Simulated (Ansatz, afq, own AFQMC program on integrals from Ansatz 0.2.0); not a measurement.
Two steps: Ansatz 0.2.0 writes the Fock matrix and Cholesky factors of the valence space, and afq projects on them the lowest state that overlaps trial and start.

```yaml
crystal:
  periodic: [false, false, false]
  atoms:
    - {symbol: P, position_ang: [0.000000, 0.028704, 0.492878]}
    - {symbol: Li, position_ang: [0.000000, 0.000275, -2.573526]}
    - {symbol: H, position_ang: [0.000000, 0.450699, 1.685416]}
    - {symbol: H, position_ang: [0.000000, -1.334662, 0.890673]}
basis:
  gaussian: {orbitals: cc-pVDZ}
magnetization: {spin_polarized: true, initial_magnetization: 2}
correlation: {method: ccsd_t, electrons: outside_noble_gas, hamiltonian_folder: ham}
```

```sh
$ ansatz run in.yaml --threads 1 --pin off --events-out ev --progress --plain --max-ram 1382MiB
```

afq runs on the folder ham with

```
--method phaseless --trial hf --walkers 120 --populations 1 --least-time 40 --time-step 0.005 --steps-per-block 20 --equilibration-blocks 112 --max-blocks 600 --target-error 0.00102 --factor-cut 1e-05 --start spin_pure --seed 8462 --taylor-order 6
```

Times are imaginary, in 1/Eh. The walk had a cap of 932 s.

afq prints:

```
orbitals 36  electrons 5 3  factors 265 of 409
reference energy -349.28960973 Eh
CCSD correlation -0.13515508 Eh in 11 cycles, weight of the determinant in the CISD state 0.9221
energy of the start -349.289807 Eh
 block  time / (1/Eh)  mean weight  energy / Eh
     1     0.100  0.9997  -349.314968
     2     0.200  1.0001  -349.332523
     3     0.300  1.0003  -349.343952
     4     0.400  1.0002  -349.358987
     5     0.500  1.0014  -349.367517
     7     0.700  1.0000  -349.389418
     9     0.900  0.9999  -349.396886
    18     1.800  1.0010  -349.425682
    52     5.200  1.0011  -349.439314
    86     8.600  0.9999  -349.451241
   120    12.000  1.0005  -349.425488
   154    15.400  1.0015  -349.422342
   188    18.800  0.9994  -349.418132
   222    22.200  1.0005  -349.444709
   256    25.600  0.9990  -349.419481
   290    29.000  0.9983  -349.412616
   307    30.700  0.9997  -349.451493
   324    32.400  0.9993  -349.430430
   358    35.800  0.9994  -349.436278
   392    39.200  0.9998  -349.434440
   426    42.600  1.0004  -349.413135
   460    46.000  0.9994  -349.424575
   494    49.400  0.9983  -349.423325
   528    52.800  0.9993  -349.436793
   562    56.200  0.9995  -349.416722
   596    59.600  1.0008  -349.426493
   630    63.000  1.0006  -349.421398
   647    64.700  0.9981  -349.411218
   664    66.400  0.9985  -349.418062
   698    69.800  0.9994  -349.416475
blocks merged  error / Eh  count
     1  0.000411  600
     2  0.000554  300
     4  0.000734  150
     8  0.000890  75
    16  0.000988  37
    32  0.001123  18
    64  0.001255  9
energy -349.427137 +/- 0.001123 Eh
(rows thinned)
```

The run passed its tests (sampling time, drift between the halves within three errors, error under three times the target), which doesn't prove that it has relaxed. The second half of the sampling lies above the first by 2.8 errors of their difference, so the energy may still be moving and its error bar be too small.

Against this walk (error 30.6 meV) on the same determinant: CCSD(T) 15.5 meV lower (within the noise), CCSDT(Q) 35.6 meV lower (within the noise), a separate phaseless walk with a CISD trial and standard settings 32.7 ± 31.3 meV lower (within the noise). The error is statistical and leaves out the bias of the constraint.

Cautions: constraint bias not in the error; error above the target (30.6 against 27.8 meV); lower spins were not checked.

The walk took 4.7 min on 1 thread of Intel(R) Xeon(R) Platinum 8259CL CPU @ 2.50GHz (Skylake/Cascade Lake) (shared host). The log's last line is the phaseless energy.

CCSDT and higher add their correlation energy to the determinant of the CCSD(T) run, since their own runs factorise the integrals more tightly (a shift of under 2 meV). A walk keeps the symmetry of its determinant, which the program's search chose and which needn't be the lowest solution, so a lower state of the same spin and another symmetry isn't excluded.
